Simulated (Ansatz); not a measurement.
Coupled-cluster diagnostics for B₃H₆, Ansatz.

Geometry of the doublet (PBE-D4/def2-TZVP):

```xyz
9

B    -0.7710   -0.3439   -0.0265
B     0.4629    0.6180    0.7333
B     0.8099   -0.0503   -0.6895
H    -1.0219   -1.4393    0.4269
H     1.8129    0.0157   -1.3210
H     1.1445    1.3035    1.4222
H    -0.6629    0.4337    1.2489
H    -0.0479   -0.7510   -1.2731
H    -1.7265    0.2136   -0.5212
```

Correlated methods freeze 3 core orbitals. The structure comes from a short search, and lower isomers may exist.

Question: Estimate the CCSD(T) correlation energy, the shares of MP2 and (T), T1 and the reference's ⟨S²⟩ for: charge 0, doublet, own geometry in def2-TZVPP; charge 0, doublet, own geometry in def2-TZVPD; charge 1, singlet, vertical in def2-TZVPP; charge -1, singlet, vertical in def2-TZVPD; and the rough time on 4 threads of Arm Neoverse V1 on a shared host.

Answer: 
| state | basis | correlation (eV) | MP2 share (%) | (T) share (%) | T1 | ⟨S²⟩ (pure) | wall time | remarks |
| --- | --- | --- | --- | --- | --- | --- | --- | --- |
| charge 0, doublet, own geometry | def2-TZVPP | -11.024 | 85.6 | 3.9 | 0.015 | 0.76 (0.75) | 4.1 min | – |
| charge 0, doublet, own geometry | def2-TZVPD | -10.762 | 84.6 | 3.9 | 0.016 | 0.76 (0.75) | 39 s | – |
| charge 1, singlet, vertical | def2-TZVPP | -10.240 | 84.4 | 3.5 | 0.020 | 0.00 (0.00) | 9.5 s | large T1 (0.020) |
| charge -1, singlet, vertical | def2-TZVPD | -12.161 | 86.7 | 4.7 | 0.016 | 0.00 (0.00) | 12 s | restricted SCF unstable |
Customary marks for T1 are 0.02 (closed shells), 0.045 (open shells) and about 0.05 (3d metals). T1 exceeds 0.02 in 1 of 4 rows and 0.045 in 0; the higher it lies, the less the single-reference result can be trusted.
